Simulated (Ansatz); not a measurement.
Input file:

```yaml
crystal:
  periodic: [false, false, false]
  atoms:
    - {symbol: Ge, position_ang: [0.000000, -0.003926, 1.131568]}
    - {symbol: As, position_ang: [0.000000, -0.014557, -1.093316]}
    - {symbol: H, position_ang: [0.000000, 1.365001, -0.281876]}
basis:
  gaussian: {orbitals: STO-3G, fitting: {mean_field: def2-universal-jkfit}}
magnetization: {spin_polarized: false}
correlation: {method: mp2, electrons: valence}
accuracy: high
output: {forces: true}
```

```sh
$ ansatz run in.yaml --threads 1 --pin off --events-out ev --progress --plain --max-ram 2393MiB
```

Output:

```
550 factors; integrals over basis functions are off by at most 1.7e-2 eV
mean field evaluation 1: about -115960.9134 eV, gradient 1.6e1 eV
mean field evaluation 2: about -115961.5300 eV, gradient 1.3e1 eV
mean field evaluation 4: about -115962.2653 eV, gradient 3.2e-1 eV
mean field evaluation 8: about -115962.2666 eV, gradient 1.4e-8 eV
mean field -115962.26660726 eV, -4261.5346957695 hartree, gradient 1.4e-8 eV, S^2 0.000000; 0 other end points of the search recorded, 0 dependent functions left out; unrestricted orbitals would lower it
18 core orbitals not correlated: weight in the atoms' cores, before any rotation towards them, 1.000 or more for the frozen orbitals, at most 0.000 for the correlated occupied ones
reference -115962.26660726 eV, -4261.5346957695 hartree; 15, 15 occupied and 4, 4 virtual orbitals, 550 factors
second order -2.40424446 eV of doubles, -0.00000000 eV of singles
the calculation of the forces begins
Total energy: -115964.67085173 eV, -4261.6230501238 hartree
Atom 0 at     0.000000    -0.003926     1.131568 Å, force    -0.000000    -0.041231    -1.994970 eV/Å
Atom 1 at     0.000000    -0.014557    -1.093316 Å, force     0.000000     0.596491     2.372689 eV/Å
Atom 2 at     0.000000     1.365001    -0.281876 Å, force    -0.000000    -0.555260    -0.377719 eV/Å
Dipole moment:     0.000000     0.006496     0.091358 e Å
```

Forces (eV/Å):
```
Ge   0.000 -0.041 -1.995
As   0.000  0.596  2.373
H    0.000 -0.555 -0.378
```

Ran on 1 thread of Intel Xeon 6975P-C, shared host: 0.69 s wall, 0.1 GiB peak host memory.
